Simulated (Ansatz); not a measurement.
A nudged elastic band was laid between two geometries of CH6BN + H2 (11 atoms, charge 0, multiplicity 1).

The calculation used RKS r2SCAN-D4/6-31G* (Ansatz 0.2.0).

| Quantity | Value |
| --- | --- |
| movable images | 7 |
| climbing image | yes |
| spring | 5.0 eV/Å² |
| optimiser | quadratic models (default) |
| start path | through a guess of the saddle point |
| force threshold | 0.05 eV/Å |
| iteration limit | 60 |
| end points | relaxed |

Image 0:

```xyz
11
Properties=species:S:1:pos:R:3
B -0.056 0.537 0.265
C -0.078 0.522 1.840
H -1.002 0.116 2.275
H 0.764 -0.069 2.229
H 0.066 1.536 2.240
H 0.888 0.970 -0.348
N -1.129 0.045 -0.488
H -1.968 -0.338 -0.070
H -1.143 0.036 -1.498
H -0.348 -2.614 0.304
H -0.259 -3.312 0.544
```

Image 8:

```xyz
11
Properties=species:S:1:pos:R:3
B -0.139 -0.651 -0.927
C 0.048 -0.112 2.536
H -1.045 -0.082 2.519
H 0.401 -0.075 3.571
H 0.443 0.744 1.981
H 0.849 0.014 -1.075
N -1.376 -0.013 -0.872
H -2.249 -0.504 -0.742
H -1.488 0.990 -0.940
H -0.100 -1.847 -0.822
H 0.391 -1.037 2.064
```

(1) What changes between the two ends?

(2) What energy profile does the band end with?

(3) What is the geometry of the highest image?

## Answers

(1) Bonds broken: B1–C2, H10–H11. Bonds formed: B1–H10, C2–H11. CH6BN + H2 becomes BH4N + CH4.

(2) The run converged. The highest image is number 4 of 0 to 8, 1.98 eV above the first end and 2.24 eV above the last; the last end lies 0.26 eV below the first. Neighbouring images differ by up to 1.4 eV, so the band resolves the path poorly. A vibrational analysis at the climbing image gives one clearly imaginary mode, 1144i cm⁻¹: a first-order saddle point. The orbitals stay closed-shell, which can raise the energy where a bond breaks towards radicals; this wasn't checked here.

```
image  path coordinate (Å)  energy (eV)  B1–C2 (Å)  H10–H11 (Å)  B1–H10 (Å)
    0                 0.00         0.00       1.57         0.74        3.17
    1                 0.90         0.01       1.58         0.74        2.85
    2                 1.79         0.09       1.58         0.74        2.66
    3                 2.69         0.58       1.59         0.75        2.03
    4                 3.58         1.98       1.78         1.11        1.32
    5                 4.51         0.86       2.39         1.63        1.21
    6                 5.43        -0.08       2.90         1.98        1.20
    7                 6.36        -0.25       3.41         2.67        1.20
    8                 7.28        -0.26       3.51         3.04        1.20
```

(3) 
```xyz
11
Properties=species:S:1:pos:R:3
B -0.033 -0.288 0.109
C -0.144 -0.072 1.876
H -0.981 -0.533 2.416
H 0.780 -0.190 2.449
H -0.374 0.994 1.774
H 1.034 0.166 -0.197
N -1.285 0.225 -0.492
H -2.135 -0.208 -0.138
H -1.293 0.112 -1.502
H 0.167 -1.585 -0.012
H -0.001 -1.193 1.010
```

Run time: 5.2 min on 1 thread of Arm Neoverse V1, with other jobs on the host, peak memory 0.12 GiB.
